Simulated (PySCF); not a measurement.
Species: C4H4FN.
Atom-mapped SMILES: `[CH3:1]/[C:2]([C:3]#[N:4])=[CH:5]/[F:6]` (hydrogens: H7, H8, H9 on C1; H10 on C5)

The same species was optimised twice, with GFN2-xTB and with PBE0-D3(BJ)/def2-SVP (PySCF), and the same property calculations (PySCF, gas phase) were run on both structures.

```
  coordinate  GFN2-xTB  PBE0-D3(BJ)/def2-SVP  change
   C5–F6 (Å)     1.335                 1.317  -0.018
   C3≡N4 (Å)     1.145                 1.160  +0.015
   C2–C3 (Å)     1.416                 1.430  +0.014
   C2=C5 (Å)     1.332                 1.341  +0.009
   C1–C2 (Å)     1.498                 1.501  +0.003
C1–C2–C3 (°)     116.2                 118.4    +2.2
C3–C2–C5 (°)     121.1                 119.2    -1.9
C2–C3–N4 (°)     178.3                 178.0    -0.3
C2–C5–F6 (°)     123.0                 122.8    -0.2
C1–C2–C5 (°)     122.6                 122.5    -0.1
```

Rotational constants: A = 4489, B = 3406, C = 1960 MHz (GFN2-xTB) against A = 4340, B = 3481, C = 1956 MHz (PBE0-D3(BJ)/def2-SVP). Point groups within 0.08 Å: Cs and Cs.

On the GFN2-xTB structure: HOMO (eV) -7.97 [PBE0/pcSseg-1]; LUMO (eV) -1.31 [PBE0/pcSseg-1]; dipole (D) 4.77 [PBE0/pcSseg-1]; GIAO shielding of C1 (ppm) 170.1 [PBE0/pcSseg-1]; GIAO shielding of C2 (ppm) 87.4 [PBE0/pcSseg-1]; GIAO shielding of C3 (ppm) 68.1 [PBE0/pcSseg-1]; GIAO shielding of N4 (ppm) -62.5 [PBE0/pcSseg-1]; GIAO shielding of C5 (ppm) 18.0 [PBE0/pcSseg-1]; GIAO shielding of F6 (ppm) 267.6 [PBE0/pcSseg-1].

Question: What do these properties become on the PBE0-D3(BJ)/def2-SVP structure?

Answer: 
```csv
property,level,on GFN2-xTB,on PBE0-D3(BJ)/def2-SVP,change
HOMO (eV),PBE0/pcSseg-1,-7.97,-7.90,+0.07
LUMO (eV),PBE0/pcSseg-1,-1.31,-1.33,-0.02
dipole (D),PBE0/pcSseg-1,4.77,4.83,+0.06
"energy, GFN2-xTB geometry as zero (kcal/mol)",PBE0/pcSseg-1,0.0,-0.3,-0.3
GIAO shielding of C1 (ppm),PBE0/pcSseg-1,170.1,169.0,-1.1
GIAO shielding of C2 (ppm),PBE0/pcSseg-1,87.4,85.1,-2.3
GIAO shielding of C3 (ppm),PBE0/pcSseg-1,68.1,65.5,-2.6
GIAO shielding of N4 (ppm),PBE0/pcSseg-1,-62.5,-69.5,-7.0
GIAO shielding of C5 (ppm),PBE0/pcSseg-1,18.0,16.5,-1.5
GIAO shielding of F6 (ppm),PBE0/pcSseg-1,267.6,268.2,+0.6
```

The heavy atoms differ by 0.026 Å rms after alignment. Among bonds between heavy atoms C5–F6 changes most (-0.018 Å). Changes are differences of the printed values. Neither structure is proved a minimum here.
